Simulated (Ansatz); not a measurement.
CHCl3 from Hartree–Fock to CCSD(T)

Cartesian coordinates in Å:
```
C -0.010 0.089 0.054
H -0.113 1.015 0.609
Cl -1.188 -1.052 0.690
Cl -0.321 0.444 -1.641
Cl 1.632 -0.497 0.288
```

The species carries charge 0 and has multiplicity 1. The geometry is a stationary point of PBE0-D4/def2-TZVP. Frozen core, restricted reference, Ansatz 0.2.0. CBS rows extrapolate triple and quadruple zeta.

```tsv
basis	HF (Eh)	MP2 corr.	CCSD corr.	(T)	CCSD(T) total
def2-SVP	-1416.45252	-0.54425	-0.58358	-0.01531	-1417.05141
def2-TZVPP	-1416.97894	-0.73923	-0.78626	-0.03623	-1417.80143
def2-QZVPP	-1417.01890	-0.81000	-0.85070	-0.04263	-1417.91223
CBS(def2)	-1417.02441	-0.86241	-0.89843	-0.04738	-1417.97022
cc-pV(D+d)Z	-1416.94449	-0.55830	-0.60029	-0.01733	-1417.56211
cc-pV(T+d)Z	-1417.00372	-0.73896	-0.78615	-0.03625	-1417.82612
cc-pV(Q+d)Z	-1417.01734	-0.80837	-0.84931	-0.04249	-1417.90914
CBS(cc)	-1417.02144	-0.85778	-0.89427	-0.04692	-1417.96263
```
